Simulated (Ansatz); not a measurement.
Run this with the Python package of Ansatz (0.2.0) and show what comes out.

Script `run_conformers.py`:
```python
import logging
import sys

import ansatz as az
from rdkit import Chem
from rdkit.Chem import AllChem

logging.basicConfig(stream=sys.stdout, format="%(levelname)s:%(name)s:%(message)s")
log = logging.getLogger("c5h8o")
log.setLevel(logging.INFO)

rd = Chem.AddHs(Chem.MolFromSmiles("CCCC=C=O"))
ids = list(AllChem.EmbedMultipleConfs(rd, numConfs=20, randomSeed=113, pruneRmsThresh=0.4))
field = [energy for _, energy in AllChem.MMFFOptimizeMoleculeConfs(rd)]
distinct = {round(e, 2): i for i, e in zip(ids, field)}
chosen = sorted(distinct.items())[:3]
found = []
for force_field, index in chosen:
    mol = az.Crystal.molecule()
    for atom, xyz in zip(rd.GetAtoms(), rd.GetConformer(index).GetPositions()):
        mol = mol.atom(atom.GetSymbol(), xyz.round(5).tolist())
    calc = mol.calculation()
    calc = calc.basis(gaussian="6-31G*")
    calc = calc.correlation("mp2")
    found.append(calc.run(threads=1, pin="off").report["free_energy_ev"])
log.info("conformer   MMFF (kcal/mol)   this level (kcal/mol)")
for (force_field, index), e in zip(chosen, found):
    log.info(f"{index:9d} {force_field - chosen[0][0]:17.2f} {23.060548 * (e - min(found)):17.3f}")
```

```console
$ python run_conformers.py
INFO:c5h8o:conformer   MMFF (kcal/mol)   this level (kcal/mol)
INFO:c5h8o:        6              0.00             0.332
INFO:c5h8o:        9              0.23             0.000
INFO:c5h8o:        8              0.40             0.474
```

The conformers keep their force-field geometries. The whole script took 9 s on 1 thread of Intel(R) Xeon(R) Platinum 8259CL CPU @ 2.50GHz (Skylake/Cascade Lake), with other jobs on the host, peak memory 0.32 GiB.

(Lines on the test bed's own set-up are left out of the output.)
